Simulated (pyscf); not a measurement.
PySCF, gas phase, ωB97X-D3(BJ)/def2-SVP geometries. MP2 and CC: frozen core, UHF for open shells. ΔMP2 is the change of the MP2 total energy from the triple- to the quadruple-zeta basis.

### Question
How much does it cost (ΔH, 298 K, CCSD(T)/def2-TZVPP + ΔMP2(QZVPP)) to split `[CH2]=[CH][GeH3]` at its C–Ge bond into •HC=CH₂ + GeH₃•?

### Answer
C–Ge to •HC=CH₂ + GeH₃•: 367.3 kJ/mol. The radicals are drawn with the spin at the cut bond; how far it spreads was not checked. Other isomers of •HC=CH₂ were not searched in full and may lie lower. The CCSD(T) − MP2 part came from Ansatz, without density fitting, on the same reference. A UHF reference is spin-contaminated (<S²> up to 0.96), which harms MP2 most. The frozen core leaves the outer d or s,p core shells of the metals and heavy elements correlated in the MP2 and CC values, and def2-TZVPP describes them poorly, which can shift differences by a few kcal/mol. Elements up to Kr have no core potential and no relativistic terms here.
